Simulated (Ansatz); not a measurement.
Results of LDA in Ansatz (PAW) for hcp Zn.

Numerical settings: plane-wave cutoff 500 eV, 22×12×1 k mesh (along the axes of the cell as run), Fermi–Dirac smearing 0.1 eV, scalar-relativistic PAW data made under PBE.

Q: Estimate the surface energy of the (10-10) face and work function of the (10-10) face that the calculation returns.

A: 
- surface energy of the (10-10) face: 0.91 J/m²
- work function of the (10-10) face: 4.52 eV

The slab of 12 atoms is relaxed and unreconstructed.

The computed numbers hold no vibrational or temperature effects.

Ansatz is a first-principles code.
